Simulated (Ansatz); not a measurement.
C4H7FO can be A, `FC1CCCO1`, or B, `CC/C(O)=C/F`.

Program: Ansatz. Geometries: PBE0-D4/def2-TZVP. ΔE: electronic, gas phase. CBS: MP2 limit from def2 TZ/QZ plus the TZ coupled-cluster correction, frozen cores. DFT in def2-TZVPP. B3LYP here is the variant with VWN-RPA as its local correlation; programs differ in this. One conformer a species, not always the lowest.

Q: Which is lower in electronic energy at CCSD(T)/CBS, and by how much? (An estimate is asked.)

A: Ansatz gave: A, by 58.0 kJ/mol.

Q: Give E(B) − E(A) in kJ/mol with PBE0-D4, r2SCAN-D4, B2PLYP, B3LYP-D4, HF/def2-TZVPP, B3LYP, CCSD/def2-TZVPP. (Estimate.)

A: Ansatz gave: PBE0-D4 64.1, r2SCAN-D4 56.7, B2PLYP 51.9, B3LYP-D4 46.5, HF/def2-TZVPP 60.8, B3LYP 43.5, CCSD/def2-TZVPP 63.5. None reverses the order clearly.

Largest T1 diagnostic: 0.012.

From PBE to PBE0 (25 % exact exchange), in def2-TZVPP and without D4, E(B) − E(A) moves by +13.1 kJ/mol.
